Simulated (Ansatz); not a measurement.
# CH4AlCl: the cost of one run

Program: Ansatz 0.2.0. Level of theory: RKS B3LYP/def2-SVP. These are calculated values, not measurements.

### Step 1. Starting point

Bond lengths: Al1–Cl2 2.430 Å, Al1–H3 1.760 Å, Al1–C4 1.970 Å, C4–H5 1.110 Å, C4–H6 1.110 Å, C4–H7 1.110 Å. Angles: Cl2–Al1–H3 50.0°, Cl2–Al1–C4 159.3°, H3–Al1–C4 150.7°, Al1–C4–H5 109.5°, Al1–C4–H6 109.5°, Al1–C4–H7 109.5°, H5–C4–H6 109.4°, H5–C4–H7 109.4°, H6–C4–H7 109.4°.

Structure file:

```xyz
7

Al    0.0000    0.0000    0.0000
Cl    1.5382    0.0000    1.8812
H     1.7598    0.0000    0.0230
C    -1.7060    0.0000   -0.9850
H    -2.2662   -0.9305   -0.7558
H    -2.3102    0.8797   -0.6796
H    -1.5043    0.0508   -2.0753
```

### Step 2. Pulling towards end A

Springs on the bonds that form and break draw the guess towards this end; the thresholds are loose.

Contents of input.yaml:

```yaml
crystal:
  periodic: [false, false, false]
  atoms:
    - { symbol: Al, position_ang: [0.0, 0.0, 0.0] }
    - { symbol: Cl, position_ang: [1.5382, 0.0, 1.8812] }
    - { symbol: H, position_ang: [1.7598, 0.0, 0.023] }
    - { symbol: C, position_ang: [-1.706, 0.0, -0.985] }
    - { symbol: H, position_ang: [-2.2662, -0.9305, -0.7558] }
    - { symbol: H, position_ang: [-2.3102, 0.8797, -0.6796] }
    - { symbol: H, position_ang: [-1.5043, 0.0508, -2.0753] }
basis:
  gaussian: { orbitals: def2-SVP }
hamiltonian:
  xc: b3lyp
relax:
  f_tol: 0.15
  max_steps: 25
  restrain:
    - { distance: [1, 2], at: 2.57, k: 30.0 }
    - { distance: [0, 1], at: 2.23, k: 30.0 }
    - { distance: [0, 2], at: 1.56, k: 30.0 }
output:
  orbitals: {}
```

Command:

```
> ansatz run input.yaml --threads 1 --pin off --max-ram 2048MiB --backend cpu --events-out ev --progress --plain --runs-dir out
```

Q: Estimate wall time and peak memory on 1 thread of Arm Neoverse V2, shared host.

About 19 s, with a peak of 0.13 GiB.
